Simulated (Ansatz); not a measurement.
A nudged elastic band was laid between two geometries of AlClH2 + H2 (6 atoms, charge 0, multiplicity 1).

These are results of Ansatz 0.2.0, RKS PBE0-D4/6-31G*, not measurements.

```yaml
movable_images: 5
climbing_image: yes
spring: 5.0 eV/Å²
optimiser: quadratic models (default)
start_path: through a guess of the saddle point
force_threshold: 0.03 eV/Å
iteration_limit: 60
end_points: relaxed
```

First end point:

```xyz
6
Properties=species:S:1:pos:R:3
Al 0.002 0.176 0.209
Cl -0.017 0.847 2.214
H 1.411 0.049 -0.498
H -1.398 -0.035 -0.496
H 0.078 -2.250 0.507
H 0.068 -2.052 1.229
```

Last end point:

```xyz
6
Properties=species:S:1:pos:R:3
Al 0.020 -0.443 -0.343
Cl 0.008 -0.068 2.296
H 1.380 0.337 -0.633
H -1.384 0.257 -0.633
H 0.066 -2.025 -0.101
H 0.053 -1.323 2.579
```

Question: What changes between the two ends?

Answer: Bonds broken: Al1–Cl2, H5–H6. Bonds formed: Al1–H5, Cl2–H6. AlClH2 + H2 becomes AlClH4.

Question: What energy profile does the band end with?

Answer: It converged. The highest image is number 4 of 0 to 6, 147.4 kJ/mol above the first end and 13.6 kJ/mol above the last; the last end lies 133.8 kJ/mol above the first. A vibrational analysis at the climbing image gives one clearly imaginary mode, 522i cm⁻¹: a first-order saddle point. The orbitals stay closed-shell, which can raise the energy where a bond breaks towards radicals; this wasn't checked here.

```
image  path coordinate (Å)  energy (kJ/mol)  Al1–Cl2 (Å)  H5–H6 (Å)  Al1–H5 (Å)
    0                 0.00              0.0         2.11       0.75        2.45
    1                 0.41              4.0         2.13       0.75        2.23
    2                 0.82             30.0         2.18       0.77        2.01
    3                 1.23            106.0         2.34       0.95        1.78
    4                 1.65            147.4         2.52       1.39        1.66
    5                 2.20            139.4         2.64       2.05        1.61
    6                 2.75            133.8         2.67       2.77        1.60
```

Question: What is the geometry of the highest image?

Answer: 
```xyz
6
Properties=species:S:1:pos:R:3:forces:R:3
Al 0.019 -0.376 -0.140 0.00 0.01 0.01
Cl 0.013 -0.013 2.352 0.00 -0.02 -0.02
H 1.424 0.178 -0.615 0.00 0.00 0.00
H -1.417 0.101 -0.611 0.00 0.00 0.00
H 0.060 -1.914 0.479 0.00 0.00 0.00
H 0.044 -1.242 1.699 0.00 0.02 0.01
```

Question: What are the harmonic wavenumbers there?

Answer: 522i, 268, 379, 569, 661, 770, 893, 986, 1602, 1926, 1965, 1984 cm⁻¹.

Time of the run: 53 s on 1 thread of AMD EPYC 7R43 64-Core Processor (Zen 3) (shared host), peak memory 0.12 GiB.
